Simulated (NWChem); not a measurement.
## Ionisation of methane (CH4)

```xyz
5

C      0.0000     0.0000     0.0000
H      0.0000     0.8966     0.6340
H      0.0000    -0.8966     0.6340
H     -0.8966     0.0000    -0.6340
H      0.8966     0.0000    -0.6340
```
Charge 0, spin multiplicity 1.

All runs are NWChem calculations. The geometry was optimised at PBE0/def2-SVP, a minimum by its harmonic frequencies.

Basis set: def2-TZVP. The species with one electron less has spin multiplicity 2 and keeps the geometry of the parent. Δ marks differences of total energies (open shells unrestricted). −ε marks an orbital energy of the parent. That orbital need not have the symmetry of the hole or added electron in the Δ rows.

B3LYP has NWChem's definition, with VWN1-RPA local correlation. No SCF solution was tested for a lower state.

### Question
Order these methods by the first vertical ionisation energy they give, lowest first: −ε(HOMO) of HF, −ε(HOMO) of B3LYP, −ε(HOMO) of PBE, −ε(HOMO) of r2SCAN, ΔPBE0, evGW@PBE0.

### Answer
−ε(HOMO) of PBE (9.41 eV), −ε(HOMO) of r2SCAN (9.78 eV), −ε(HOMO) of B3LYP (10.72 eV), ΔPBE0 (14.02 eV), evGW@PBE0 (14.35 eV), −ε(HOMO) of HF (14.77 eV)
